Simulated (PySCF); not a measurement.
Molecule (SMILES): O=C (CH2-O).
Geometry (B3LYP-D3(BJ)/def2-TZVP, fixed):
```xyz
4

O     -0.0009    -0.0102     0.6728
C      0.0007     0.0079    -0.5259
H     -0.0027     0.9554    -1.0993
H      0.0057    -0.9218    -1.1276
```

Basis-set convergence of the isotropic shielding of C2 at HF with PySCF. GIAO, no density fitting; atoms are numbered in the order shown. All functions are spherical. No added dispersion term, no relativity. Reference: the value in pcseg-3, -8.45 ppm, itself unsure by roughly 4.23 ppm (its distance from pcSseg-2). Deviations are taken from unrounded values.

| basis | functions | isotropic shielding of C2 (ppm) |
|---|---|---|
| 6-31G* | 32 | 18.18 |
| 6-31+G* | 40 | 16.67 |
| 6-311G** | 48 | 3.82 |
| 6-311+G** | 56 | 0.59 |
| def2-TZVP | 74 | -0.73 |
| def2-TZVPD | 95 | -1.59 |
| cc-pVTZ | 88 | 1.45 |
| aug-cc-pVTZ | 138 | 0.99 |
| def2-TZVPP | 90 | -0.84 |
| def2-TZVPPD | 111 | -1.64 |
| def2-QZVPP | 174 | -4.47 |
| def2-QZVPPD | 195 | -4.44 |

What the diffuse functions change, pair by pair:
- 6-31G* to 6-31+G*: 8 more functions, deviation 26.63 to 25.11 ppm
- 6-311G** to 6-311+G**: 8 more functions, deviation 12.27 to 9.04 ppm
- def2-TZVP to def2-TZVPD: 21 more functions, deviation 7.72 to 6.86 ppm
- cc-pVTZ to aug-cc-pVTZ: 50 more functions, deviation 9.90 to 9.44 ppm
- def2-TZVPP to def2-TZVPPD: 21 more functions, deviation 7.61 to 6.81 ppm
- def2-QZVPP to def2-QZVPPD: 21 more functions, deviation 3.98 to 4.01 ppm

They bring the value nearer the reference by more than 4.23 ppm in 0 of 6 pairs.
